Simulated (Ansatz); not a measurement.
## Body-centred tetragonal In

The numbers are results of HSE06-D3(BJ) (PAW; Ansatz, a program for electronic structure), not measurements.

Numerical settings: plane-wave cutoff 460 eV, 14×14×14 k mesh, Fermi–Dirac smearing 0.05 eV, scalar-relativistic PAW data made under PBE.

Cell (relaxed at this level):

```yaml
crystal:
  lattice:
    - [-1.58999, 1.58999, 2.44950]
    - [1.58999, -1.58999, 2.44950]
    - [1.58999, 1.58999, -2.44950]
  atoms:
    - { symbol: In, position: [0.00000, 0.00000, 0.00000] }
```

```
Property              Result
-------------------  -------
lattice parameter a  3.180 Å
c axis length        4.899 Å
```

Measured, for comparison: lattice constant a 3.252 Å, lattice parameter c 4.947 Å (293 K, no zero-point or thermal correction; as tabulated in Wikipedia's data pages). Computed (rounded) less measured: lattice constant a -2.2 %, lattice parameter c -1.0 %. A static lattice is as a rule a little smaller and stiffer than an uncorrected measurement, which narrows the difference in the lattice parameter c and would widen misses of the other sign.

Spin–orbit coupling is not included.
